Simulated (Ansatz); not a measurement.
Ideal-gas functions of `F[SiH]F` radical at 800 K and 1 bar, from an Ansatz frequency run at PBE0-D4/def2-TZVP.

Molar mass 67.09 g/mol, point group Cs (symmetry number 1), electronic degeneracy 2, moments of inertia 17.721, 63.857, 78.683 u Å². Harmonic wavenumbers (cm⁻¹, unscaled): 307, 750, 750, 864, 939, 2152.

Use S(trans) = R[1.5 ln M + 2.5 ln T − 1.1517]; rotational temperatures θ = 24.2544 K / I; S(rot) = R[ln(√π/σ · √(T³/θAθBθC)) + 1.5]; for each mode x = 1.438777 ν̃/T, S = R[x/(eˣ − 1) − ln(1 − e⁻ˣ)] and H = RT x/(eˣ − 1); 1 cm⁻¹ = 0.0119627 kJ/mol; R = 8.31446 J/(mol·K).

Task: By hand: the entropy, in J/(mol·K).

Result: Translation 181.8. Rotation: θ = 1.3687, 0.3798, 0.3083 K, giving 108.2. Vibration, mode by mode: 13.36, 6.43, 6.43, 5.44, 4.88, 0.86, in all 37.4. Electronic 5.8. Sum 333.2 J/(mol·K).

Task: By hand: H − E and G − E in kJ/mol, counted from the electronic energy.

Result: Zero-point energy ½ × 5762 × 0.0119627 = 34.5; thermal vibration 17.1; translation, rotation and pV give 4 RT = 26.6. H − E = 78.2 kJ/mol, and G − E = 78.2 − 800 × 333.2/1000 = -188.4 kJ/mol.

Vibration gives 11 % of the entropy.
